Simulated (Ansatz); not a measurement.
# FH3Si: the cost of one run

Method: RKS PBE0/def2-TZVP, in Ansatz 0.2.0.

**1. The starting structure**

Bond lengths: Si1–H2 1.660 Å, Si1–H3 1.660 Å, Si1–F4 1.589 Å, Si1–H5 1.459 Å. Angles: H2–Si1–H3 35.4°, H2–Si1–F4 123.4°, H2–Si1–H5 123.4°, H3–Si1–F4 123.4°, H3–Si1–H5 123.4°, F4–Si1–H5 109.5°.

As a file:

```xyz
5

Si    0.0000    0.0000    0.0000
H     0.9994    0.0000    1.3254
H     1.5827    0.0000    0.5009
F    -0.7489    1.2974   -0.5295
H    -0.6877   -1.1914   -0.4862
```

**2. A restrained relaxation towards end A**

Springs on the bonds that form and break draw the guess towards this end; the thresholds are loose.

input.yaml reads:

```yaml
crystal:
  periodic: [false, false, false]
  atoms:
    - { symbol: Si, position_ang: [0.0, 0.0, 0.0] }
    - { symbol: H, position_ang: [0.9994, 0.0, 1.3254] }
    - { symbol: H, position_ang: [1.5827, 0.0, 0.5009] }
    - { symbol: F, position_ang: [-0.7489, 1.2974, -0.5295] }
    - { symbol: H, position_ang: [-0.6877, -1.1914, -0.4862] }
basis:
  gaussian: { orbitals: def2-TZVP }
hamiltonian:
  xc: pbe0
relax:
  f_tol: 0.15
  max_steps: 25
  restrain:
    - { distance: [1, 2], at: 1.86, k: 30.0 }
    - { distance: [0, 1], at: 1.46, k: 30.0 }
    - { distance: [0, 2], at: 1.46, k: 30.0 }
```

The run is started by

```bash
ansatz run input.yaml --threads 2 --pin off --max-ram 3072MiB --backend cpu --events-out ev --progress --plain --runs-dir out
```

Q: Estimate wall time and peak memory on 2 threads of Arm Neoverse V2, shared host.

About 4.7 s, with a peak of 0.12 GiB.
